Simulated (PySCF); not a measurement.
Gas-phase reaction: 2 ethylsilane + C3H4 (propyne) = 2 CH3SiH3 + C5H8 (cyclic)

Energies from PySCF (xtb for GFN2), thermal terms from the rigid-rotor harmonic-oscillator model, ideal gas at 1 bar. † marks an energy on the PBE0/def2-TZVP geometry and frequencies; other levels use their own. CCSD(T) freezes the core. 6-31G* has spherical d functions here. All species are closed-shell singlets. B3LYP is the form with VWN-RPA correlation. CCSD(T) isn't extrapolated to the basis-set limit. The harmonic model lacks anharmonicity and excited electronic states, which grow with temperature; levels with a mode under 35 cm⁻¹ are left out. Internal rotation in ethylsilane, CH3SiH3 is treated as a harmonic vibration of one conformer, which makes the entropy rough.

```json
[
 {"level": "B3LYP/def2-TZVP†", "ΔE electronic, kJ": "-128", "ΔH°(298 K), kJ": "-124", "ΔS°(298 K), J/K": "-42", "ΔG°(1400 K), kJ": "-54"},
 {"level": "BLYP/def2-TZVP†", "ΔE electronic, kJ": "-115", "ΔH°(298 K), kJ": "-111", "ΔS°(298 K), J/K": "-42", "ΔG°(1400 K), kJ": "-42"},
 {"level": "CCSD(T)/def2-SVP†", "ΔE electronic, kJ": "-141", "ΔH°(298 K), kJ": "-137", "ΔS°(298 K), J/K": "-42", "ΔG°(1400 K), kJ": "-68"},
 {"level": "GFN2-xTB", "ΔE electronic, kJ": "-145", "ΔH°(298 K), kJ": "-142", "ΔS°(298 K), J/K": "-39", "ΔG°(1400 K), kJ": "-78"},
 {"level": "HF/6-31G*", "ΔE electronic, kJ": "-136", "ΔH°(298 K), kJ": "-132", "ΔS°(298 K), J/K": "-39", "ΔG°(1400 K), kJ": "-67"},
 {"level": "PBE/def2-SVP", "ΔE electronic, kJ": "-154", "ΔH°(298 K), kJ": "-150", "ΔS°(298 K), J/K": "-42", "ΔG°(1400 K), kJ": "-82"},
 {"level": "r2SCAN/def2-TZVP†", "ΔE electronic, kJ": "-147", "ΔH°(298 K), kJ": "-142", "ΔS°(298 K), J/K": "-42", "ΔG°(1400 K), kJ": "-73"},
 {"level": "LDA/def2-TZVP†", "ΔE electronic, kJ": "-173", "ΔH°(298 K), kJ": "-169", "ΔS°(298 K), J/K": "-42", "ΔG°(1400 K), kJ": "-100"},
 {"level": "ωB97X-V/def2-TZVP†", "ΔE electronic, kJ": "-150", "ΔH°(298 K), kJ": "-146", "ΔS°(298 K), J/K": "-42", "ΔG°(1400 K), kJ": "-77"}
]
```
ΔH° is lowest at LDA/def2-TZVP† and highest at BLYP/def2-TZVP†. No reference value is set beside these.
